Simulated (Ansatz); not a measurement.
How the volume per atom of 2H WSe₂ moves with the method

No measured value is used here.

Task: Put these levels in order of the volume per atom that they give for 2H WSe₂, smallest first: HSE06 (Ansatz, a first-principles code), PBE (Ansatz), rVV10 (Ansatz).

Result: rVV10 (21.37 Å³/atom), HSE06 (22.90 Å³/atom), PBE (24.35 Å³/atom)

Density-functional levels without +SOC have no spin–orbit coupling. HSE06, PBE: the cell comes from a level without a dispersion term, which matters for the spacing of layers, chains or molecules. Cutoffs and k meshes differ between the levels. Ansatz's density-functional and Hartree–Fock values are scalar-relativistic unless marked +SOC, with PAW data made under PBE.
